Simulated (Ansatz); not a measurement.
# N2H (doublet): wave-function methods side by side at angle N2–N1–H3 = 88.5°, cc-pVDZ

Aim: climb from Hartree-Fock through coupled cluster and multireference methods for N2H (doublet) at one geometry and basis, and see what each rung misses.

Computed with Ansatz 0.2.0, Gaussian basis. Level: cc-pVDZ, core rule «outside noble gas», up to 2 orbitals frozen.

Plan: UHF; CCSD(T) on ROHF; CCSD(T) on UHF; BCCD(T) on ROHF; CISD; CCSDT(Q) on ROHF; CCSDT(Q) on UHF; CASSCF and MRCISD+Q, 3 electrons in 3 orbitals; CASSCF and NEVPT2, 3 electrons in 3 orbitals; CASSCF and MRCISD+Q, 11 electrons in 9 orbitals; CASSCF and NEVPT2, 11 electrons in 9 orbitals.

15 further runs of the same task are left out: 1 for a known fault of the program, 12 that didn't finish, 2 set aside as unsound or not needed.

## Step 1: The system

The geometry derives from a PBE0/def2-TZVP stationary point (not a proven minimum). One angle is set to the value named; bond lengths are kept.

3 atoms, charge 0, spin multiplicity 2.

Atoms are counted from 1 here; the program's logs count them from 0.

Bond lengths: N1–N2 1.165 Å, N1–H3 1.057 Å. Angles: N2–N1–H3 88.5°.

## Step 2: UHF

The input, in.yaml:

```yaml
crystal:
  periodic: [false, false, false]
  atoms:
    - {symbol: N, position_ang: [0.000000, -0.269199, 0.495912]}
    - {symbol: N, position_ang: [0.000000, 0.218726, -0.561631]}
    - {symbol: H, position_ang: [0.000000, 0.701397, 0.913263]}
basis:
  gaussian: {orbitals: cc-pVDZ}
magnetization: {spin_polarized: true, initial_magnetization: 1}
hamiltonian: {xc: hf}
output: {orbitals: {seedname: orbitals}}
```

Started as:

```
$ ansatz run in.yaml --threads 1 --pin off --events-out ev --progress --plain --max-ram 2393MiB
```

Further steps of the session: CCSD(T) on ROHF; CCSD(T) on UHF; BCCD(T) on ROHF; CISD; CCSDT(Q) on ROHF; CCSDT(Q) on UHF; CASSCF and MRCISD+Q, 3 electrons in 3 orbitals; CASSCF and NEVPT2, 3 electrons in 3 orbitals; CASSCF and MRCISD+Q, 11 electrons in 9 orbitals; CASSCF and NEVPT2, 11 electrons in 9 orbitals.

Before running them: what should the planned runs give, taken together? Wanted: UCCSDT(Q) below the RHF energy; RMP2 from UCCSDT(Q); UMP2 from UCCSDT(Q); RCCSD from UCCSDT(Q); RCCSD(T) from UCCSDT(Q); UCCSD(T) from UCCSDT(Q); RCCSDT(Q) from UCCSDT(Q); NEVPT2 pair from UCCSDT(Q); MRCISD+Q pair from UCCSDT(Q).

As calculated:

| quantity | value |
| --- | --- |
| UCCSDT(Q) below the RHF energy | -8.9858 eV |
| RMP2 from UCCSDT(Q) | +777.7 meV |
| UMP2 from UCCSDT(Q) | +981.7 meV |
| RCCSD from UCCSDT(Q) | +340.9 meV |
| RCCSD(T) from UCCSDT(Q) | +42.9 meV |
| UCCSD(T) from UCCSDT(Q) | +49.2 meV |
| RCCSDT(Q) from UCCSDT(Q) | +1.2 meV |
| NEVPT2 pair from UCCSDT(Q) | +772.2 meV |
| MRCISD+Q pair from UCCSDT(Q) | +142.0 meV |
| NEVPT2 valence from UCCSDT(Q) | +978.4 meV |
| levels within 1 kcal/mol (43 meV) | RCCSD(T), RCCSDT, UCCSDT, RCCSDT(Q), MRCISD+Q valence |
| T1 diagnostic | 0.023 |
| effectively unpaired electrons | 1.05 |

RCCSD(T) lands +42.9 meV from the yardstick (0.5 % of the correlation energy). One determinant dominates. Of the multireference levels listed MRCISD+Q valence comes nearest in total energy (+21.3 meV), which doesn't show that its space is the better one. These misses are within one basis, not against nature; the frozen cores of restricted and unrestricted runs differ, which can shift their rows.
